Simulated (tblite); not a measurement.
Species: C₆H₈.
Atom-mapped SMILES: `[CH:1]#[C:2][CH2:3][CH:4]1[CH2:5][CH2:6]1` (hydrogens: H7 on C1; H8, H9 on C3; H10 on C4; H11, H12 on C5; H13, H14 on C6)

Computed with GFN2-xTB (tblite), gas phase: Langevin dynamics at 300 K from the optimised GFN2-xTB geometry, time step 0.5 fs, friction 0.01 fs⁻¹, 2000 steps.

Start geometry:
```
atom  x, y, z in Å
C1      2.952    0.478    0.021
C2      1.931   -0.142    0.085
C3      0.679   -0.867    0.181
C4     -0.386   -0.026    0.855
C5     -1.195    0.939    0.043
C6     -1.832   -0.307    0.582
H7      3.854    1.011   -0.044
H8      0.352   -1.146   -0.825
H9      0.845   -1.786    0.754
H10    -0.122    0.278    1.861
H11    -1.463    1.887    0.484
H12    -1.004    0.995   -1.018
H13    -2.074   -1.096   -0.115
H14    -2.539   -0.217    1.393
```

The statistics below take the 31 frames saved every 25 fs from 250 to 1000 fs; their kinetic temperature (all 3N coordinates) averages 321 K.

Question: How do the bond lengths spread?

Answer: 
```tsv
bond	start (Å)	mean (Å)	standard deviation (Å)	shortest (Å)	longest (Å)
C1≡C2	1.196	1.199	0.010	1.174	1.216
C2–C3	1.450	1.455	0.022	1.414	1.507
C3–C4	1.515	1.531	0.030	1.479	1.587
C4–C5	1.498	1.497	0.036	1.408	1.589
C5–C6	1.499	1.499	0.034	1.447	1.574
C4–C6	1.498	1.496	0.027	1.452	1.555
C1–H7	1.049	1.053	0.020	1.013	1.098
C3–H8	1.094	1.094	0.020	1.061	1.139
C3–H9	1.095	1.106	0.047	1.011	1.187
C4–H10	1.083	1.089	0.031	1.025	1.189
C5–H11	1.079	1.084	0.023	1.038	1.144
C5–H12	1.080	1.088	0.038	1.030	1.170
C6–H13	1.080	1.083	0.037	1.016	1.159
C6–H14	1.079	1.087	0.025	1.036	1.130
```

Question: Give the same statistics for bond angles, one of each kind among heavy atoms.

Answer: 
```json
{"angle": "C1–C2–C3", "start (°)": "178.6", "mean (°)": "170.9", "standard deviation (°)": "4.5", "smallest (°)": "160.4", "largest (°)": "179.1"}
{"angle": "C2–C3–C4", "start (°)": "111.0", "mean (°)": "111.1", "standard deviation (°)": "4.6", "smallest (°)": "103.2", "largest (°)": "120.6"}
{"angle": "C3–C4–C5", "start (°)": "119.8", "mean (°)": "120.0", "standard deviation (°)": "3.5", "smallest (°)": "113.4", "largest (°)": "128.0"}
{"angle": "C5–C4–C6", "start (°)": "60.1", "mean (°)": "60.1", "standard deviation (°)": "1.9", "smallest (°)": "55.7", "largest (°)": "64.3"}
{"angle": "C4–C5–C6", "start (°)": "60.0", "mean (°)": "59.9", "standard deviation (°)": "1.5", "smallest (°)": "57.4", "largest (°)": "62.4"}
```

Question: How far does each atom move about its mean position (frames aligned on the start, all atoms weighted alike), and what rms force does it feel?

Answer: 
```
atom  rms displacement (Å)  rms force (eV/Å)
  C1                  0.21              1.11
  C2                  0.12              1.34
  C3                  0.14              1.94
  C4                  0.12              2.02
  C5                  0.15              2.33
  C6                  0.10              1.95
  H7                  0.34              0.82
  H8                  0.23              0.74
  H9                  0.21              1.48
 H10                  0.22              1.10
 H11                  0.22              0.86
 H12                  0.26              1.30
 H13                  0.22              1.42
 H14                  0.21              1.05
```

The displacements run from 0.10 to 0.34 Å, the largest at H7.

Question: Follow the torsion C2–C3–C4–C5 through every second one of these frames.

Answer: 
```json
{"t (fs)": "250", "C2–C3–C4–C5 (°)": "94"}
{"t (fs)": "300", "C2–C3–C4–C5 (°)": "95"}
{"t (fs)": "350", "C2–C3–C4–C5 (°)": "84"}
{"t (fs)": "400", "C2–C3–C4–C5 (°)": "101"}
{"t (fs)": "450", "C2–C3–C4–C5 (°)": "95"}
{"t (fs)": "500", "C2–C3–C4–C5 (°)": "97"}
{"t (fs)": "550", "C2–C3–C4–C5 (°)": "79"}
{"t (fs)": "600", "C2–C3–C4–C5 (°)": "60"}
{"t (fs)": "650", "C2–C3–C4–C5 (°)": "66"}
{"t (fs)": "700", "C2–C3–C4–C5 (°)": "73"}
{"t (fs)": "750", "C2–C3–C4–C5 (°)": "92"}
{"t (fs)": "800", "C2–C3–C4–C5 (°)": "103"}
{"t (fs)": "850", "C2–C3–C4–C5 (°)": "97"}
{"t (fs)": "900", "C2–C3–C4–C5 (°)": "96"}
{"t (fs)": "950", "C2–C3–C4–C5 (°)": "83"}
{"t (fs)": "1000", "C2–C3–C4–C5 (°)": "89"}
```

Largest departure from the start value over all these frames: C2–C3–C4–C5 27° (start 85°).

Question: How widely does the potential energy scatter, against a harmonic estimate?

Answer: Mean 0.54 eV above the start, standard deviation 0.089 eV, range 0.41 to 0.73 eV. For 36 classical harmonic modes at 300 K the canonical values are 36kT/2 = 0.47 eV and kT·√(36/2) = 0.110 eV.

The run is classical and short, so these are rough statistics of one trajectory.

The cost below is that of the whole dynamics run. Hardware: AMD EPYC 7571, one thread (shared host). Cost: 22 s, 0.18 GiB resident at most.
